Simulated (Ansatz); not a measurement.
Input for Ansatz (development build ahead of 0.2.0):

```yaml
crystal:
  periodic: [false, false, false]
  atoms:
    - { symbol: C, position_ang: [0.0, 0.0, 0.17434] }
    - { symbol: H, position_ang: [0.0, 0.86223, -0.52303] }
    - { symbol: H, position_ang: [0.0, -1.72446, -1.2204] }
basis:
  gaussian: { orbitals: pcseg-2 }
magnetization:
  spin_polarized: true
hamiltonian:
  xc: pbe0
```

The input is written out in the form of the current development build from the run's settings.

Results

```
Converged                       : yes
Total energy                    : -38.95846 hartree
Spin squared of the determinant : 0.897
Stability test                  : minimum
```

Caution: charge can spread falsely over distant fragments; another spin multiplicity may lie lower; the unrestricted determinant is a mixture of spin states.
